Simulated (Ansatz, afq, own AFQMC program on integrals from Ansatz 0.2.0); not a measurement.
Atomization energy of NH2S, doublet, worked out

```yaml
atoms:
  - { symbol: N, position_ang: [0.0000, -0.1878, 1.0997] }
  - { symbol: S, position_ang: [0.0000, 0.0962, -0.5000] }
  - { symbol: H, position_ang: [0.0000, 0.7404, 1.5312] }
  - { symbol: H, position_ang: [0.0000, -1.1895, -0.9067] }
```

Connectivity, by distances: NH–SH.

Basis cc-pVDZ. Only valence electrons are correlated. Integrals, coupled cluster, full CI and functionals: Ansatz 0.2.0; the random walks run on the same integrals in our own AFQMC program. The CISD trial takes its coefficients from CCSD amplitudes. Released means that phaseless walkers are propagated on without the constraint, phases kept. ± is one standard error of the sampling.

Total energies in eV. CBS is CCSD(T) at the limit of def2-TZVPP/QZVPP (extrapolated itself); the highest rung of each member is named.

Cautions: NH₂S (doublet): its ph-AFQMC/CISD value lies 44 ± 11 meV above CCSDT(Q).

| member | count | CCSD(T)/cc-pVDZ | highest rung in cc-pVDZ | which | CCSD(T)/CBS |
| --- | --- | --- | --- | --- | --- |
| N (quartet) | +1 | -1482.4355 | -1482.4402 | FCI | -1483.8573 |
| S (triplet) | +1 | -10819.2622 | -10819.2727 | FCI | -10821.3785 |
| H (doublet) | +2 | -13.5861 | -13.5861 | FCI | -13.6059 |
| NH₂S, doublet | -1 | -12337.9024 | -12337.9477 | CCSDT(Q) | -12343.2165 |

**Question.** Work out the best estimate of the atomization energy: the CCSD(T)/CBS difference plus the step from CCSD(T) to the highest rung.

**Answer.** Sums with the counts: CCSD(T)/CBS 10.7689 eV, highest rung 9.0626 eV, CCSD(T)/cc-pVDZ 9.0325 eV. The step is 9.0626 − 9.0325 = 0.0301 eV, so the best estimate is 10.7689 + (0.0301) = 10.7990 eV = 249.0 kcal/mol. The basis set is worth 1.736 eV of it. Zero-point, core-correlation and spin–orbit terms aren't in it. Past Ne the Hartree–Fock part of each CBS total tends to overshoot, since the cores don't follow the formula; that largely cancels in the difference.

Best estimates are given only where the step beyond CCSD(T) is under 0.3 eV and no member's determinant is very poor (T1 over 0.05, or 0.07 for open shells, ⟨S²⟩ too high by 0.3, two states mixed), so the hardest cases are missing from such tables.

CCSDT and higher add their correlation energy to the determinant of the CCSD(T) run, since their own runs factorise the integrals more tightly (a shift of under 2 meV). Each member of a difference takes its own highest rung, so a best estimate needn't equal the limit plus the step of one row.
